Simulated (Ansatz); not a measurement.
# The aluminium atom (doublet): from Hartree-Fock to the top rungs, cc-pV(Q+d)Z

Aim: climb from Hartree-Fock through coupled cluster and multireference methods for the aluminium atom (doublet) at one geometry and basis, and see what each rung misses.

Program: Ansatz 0.2.0, Gaussian basis. Level of theory: cc-pV(Q+d)Z, core rule «outside noble gas», up to 5 orbitals frozen. These are calculated values, not measurements.

To be run: UHF; CCSD(T) on ROHF; CCSD(T) on UHF; BCCD(T) on ROHF; CISD; CCSDT on ROHF; CCSDT on UHF; CASSCF and MRCISD+Q, 3 electrons in 4 orbitals; CASSCF and MRCISD+Q(relaxed), 3 electrons in 4 orbitals; CASSCF and NEVPT4(SD), 3 electrons in 4 orbitals; CASSCF and NEVPT2, 3 electrons in 4 orbitals; Full CI.

### Step 1. The atom

A free atom, in its lowest state of this spin that the program finds.

1 atom, charge 0, spin multiplicity 2.

### Step 2. UHF

Contents of in.yaml:

```yaml
crystal:
  periodic: [false, false, false]
  atoms:
    - {symbol: Al, position_ang: [0.000000, 0.000000, 0.000000]}
basis:
  gaussian: {orbitals: "cc-pV(Q+d)Z.json"}
magnetization: {spin_polarized: true, initial_magnetization: 1}
hamiltonian: {xc: hf}
output: {orbitals: {seedname: orbitals}}
```

Launch:

```
> ansatz run in.yaml --threads 1 --pin off --events-out ev --progress --plain --max-ram 2393MiB
```

Further steps of the session: CCSD(T) on ROHF; CCSD(T) on UHF; BCCD(T) on ROHF; CISD; CCSDT on ROHF; CCSDT on UHF; CASSCF and MRCISD+Q, 3 electrons in 4 orbitals; CASSCF and MRCISD+Q(relaxed), 3 electrons in 4 orbitals; CASSCF and NEVPT4(SD), 3 electrons in 4 orbitals; CASSCF and NEVPT2, 3 electrons in 4 orbitals; Full CI.

Q: Predict the results of all the runs planned. Wanted: FCI below the RHF energy; RMP2 from FCI; UMP2 from FCI; RCCSD from FCI; RCCSD(T) from FCI; UCCSD(T) from FCI; NEVPT2 valence from FCI; NEVPT4(SD) valence from FCI; MRCISD+Q valence from FCI.

**Answer**, as computed:

| quantity | value |
| --- | --- |
| FCI below the RHF energy | -1.5704 eV |
| RMP2 from FCI | +419.6 meV |
| UMP2 from FCI | +429.9 meV |
| RCCSD from FCI | +52.8 meV |
| RCCSD(T) from FCI | +12.5 meV |
| UCCSD(T) from FCI | +12.3 meV |
| NEVPT2 valence from FCI | +227.1 meV |
| NEVPT4(SD) valence from FCI | +30.3 meV |
| MRCISD+Q valence from FCI | -23.4 meV |
| levels within 1 kcal/mol (43 meV) | RCCSD(T), UCCSD(T), BCCD(T), RCCSDT, UCCSDT, NEVPT4(SD) valence, MRCISD valence, MRCISD+Q valence, MRCISD+Q(relaxed) valence |
| T1 diagnostic | 0.030 |
| effectively unpaired electrons | 1.07 |

RCCSD(T) misses by +12.5 meV, 0.8 % of the correlation energy. MRCISD+Q valence, MRCISD+Q(relaxed) valence fall below full CI: the +Q correction isn't variational, and the cores differ from full CI's. One determinant dominates. Of the multireference levels listed MRCISD+Q valence comes nearest in total energy (-23.4 meV), which doesn't show that its space is the better one. These misses are within one basis, not against nature; the frozen cores of restricted and unrestricted runs differ, which can shift their rows.
